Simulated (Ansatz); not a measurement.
```yaml
crystal:
  periodic: [false, false, false]
  atoms:
    - {symbol: C, position_ang: [0.000000, 0.000000, -1.207134]}
    - {symbol: O, position_ang: [0.000000, 0.000000, 0.000000]}
    - {symbol: C, position_ang: [0.000000, 0.000000, 1.207134]}
basis:
  gaussian: {orbitals: def2-TZVP}
hamiltonian: {xc: pbe0}
relax: {f_tol: 0.004, max_steps: 80}
```

```sh
$ ansatz run in.yaml --threads 1 --pin off --events-out ev --progress --plain --max-ram 2176MiB
```

Steps of the relaxation (energy above the last step; positions in Å, forces in eV/Å):

```
3
step 1, 108.8 meV
C     0.000    0.000   -1.207    0.000    0.000   -2.820
O     0.000    0.000    0.000    0.000    0.000    0.000
C     0.000    0.000    1.207    0.000    0.000    2.820
```

```
3
step 2, 11.5 meV
C     0.000    0.000   -1.234    0.000    0.000   -0.859
O     0.000    0.000    0.000    0.000    0.000    0.000
C     0.000    0.000    1.234    0.000    0.000    0.859
```

```
3
step 3, 0.1 meV
C     0.000    0.000   -1.246    0.000    0.000   -0.083
O     0.000    0.000    0.000    0.000    0.000    0.000
C     0.000    0.000    1.246    0.000    0.000    0.083
```

```
3
step 4, 0.0 meV
C     0.000    0.000   -1.248    0.000    0.000    0.000
O     0.000    0.000    0.000    0.000    0.000    0.000
C     0.000    0.000    1.248    0.000    0.000    0.000
```

Close pairs at the end: O2–C3 1.248 Å, C1–O2 1.248 Å.

A stationary point of restricted PBE0 after 4 steps (its stability towards spin polarisation wasn't tested); no frequencies were run, so it isn't proven a minimum. 6.5 s on 1 thread of Arm Neoverse V1, shared host.
